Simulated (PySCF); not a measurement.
Molecule: SMILES [O+]#[C-], CO.

Atom-mapped SMILES (the numbers label the heavy atoms): `[C-:1]#[O+:2]`.

Geometry PBE0-D3(BJ)/def2-SVP throughout; GIAO in PySCF, gas phase, one conformer, non-relativistic; equivalent atoms averaged; basis pcSseg-2.

Problem. How do the shifts δ (against TMS, H2O at the same level) depend on the functional? (ppm; last column core-seconds on shared hosts with different chips, so compare them loosely)

Solution. 
```tsv
functional	kind	C1	O2	core-s
HF	Hartree–Fock	215.9	413.0	0.3
LDA	LDA	200.9	423.0	0.78
PBE	GGA	194.6	409.3	1.3
BLYP	GGA	192.3	405.9	1.2
BP86	GGA	193.3	406.3	1.1
OPBE	GGA	190.9	401.1	1.2
KT2	GGA	181.3	388.3	1.1
KT3	GGA	181.4	385.2	1.1
B97-D	GGA	187.7	393.1	1.2
B3LYP	global hybrid	199.8	410.0	0.92
PBE0	global hybrid	202.9	413.3	0.83
mPW1PW91	global hybrid	203.0	412.9	0.83
WP04	global hybrid	203.4	396.9	0.46
B97-2	global hybrid	197.9	402.9	1.2
BHandHLYP	global hybrid	208.3	413.5	0.4
CAM-B3LYP	range-separated hybrid	204.3	412.7	0.5
wB97X-D	range-separated hybrid	203.1	413.5	0.54
LC-wPBE	range-separated hybrid	209.8	410.8	0.74
```

Problem. Which nucleus moves most, in ppm?

Solution. O2 (oxygen bonded to C): from 385.2 ppm with KT3 to 423.0 ppm with LDA. The smallest spread is 34.6 ppm, at C1.
